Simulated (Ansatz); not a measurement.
Geometry optimisation, Ansatz 0.2.0, UKS B3LYP-D4/def2-SVP.

input.yaml

```yaml
crystal:
  periodic: [false, false, false]
  atoms:
    - { symbol: Al, position_ang: [0.0, 0.0, 0.0] }
    - { symbol: Cl, position_ang: [0.0, 0.0, 2.48] }
    - { symbol: H, position_ang: [1.351, 0.0, -0.78] }
    - { symbol: H, position_ang: [-1.351, 0.0, -0.78] }
    - { symbol: F, position_ang: [0.0, 0.0, 4.28] }
magnetization:
  spin_polarized: true
  initial_magnetization: 1
basis:
  gaussian: { orbitals: def2-SVP }
hamiltonian:
  xc: b3lyp
  dispersion: d4
relax:
  f_tol: 0.15
  max_steps: 25
  restrain:
    - { distance: [1, 4], at: 1.5, k: 30.0 }
    - { distance: [0, 1], at: 3.43, k: 30.0 }
```

Run as:

```bash
$ ansatz run input.yaml --threads 1 --pin off --max-ram 2048MiB --backend cpu --events-out ev --progress --plain --runs-dir out
```

Where does it end, and by what steps?

It converged. The restraints hold the end off the free minimum. After 5 steps the energy has risen by 1.366 eV (the restraints' own energy left out); Cl2 moved furthest, 0.59 Å. Parted: Al1–Cl2 (2.48 → 3.42 Å).

```tsv
step	energy less start (eV)	largest force component (eV/Å)	accepted
0	0.0000	4.685	yes
1	0.9377	4.161	yes
2	1.7636	5.746	yes
3	1.4060	3.499	yes
4	1.3552	3.174	yes
5	1.3658	3.392	yes
```

```xyz
5
Properties=species:S:1:pos:R:3
Al 0.000 0.000 -0.345
Cl 0.000 0.000 3.074
H 1.405 0.000 -1.102
H -1.405 0.000 -1.102
F 0.000 0.000 4.676
```

Run time: 9.1 s on 1 thread of Intel(R) Xeon(R) 6975P-C (Granite Rapids), with other jobs on the host, peak memory 0.16 GiB.
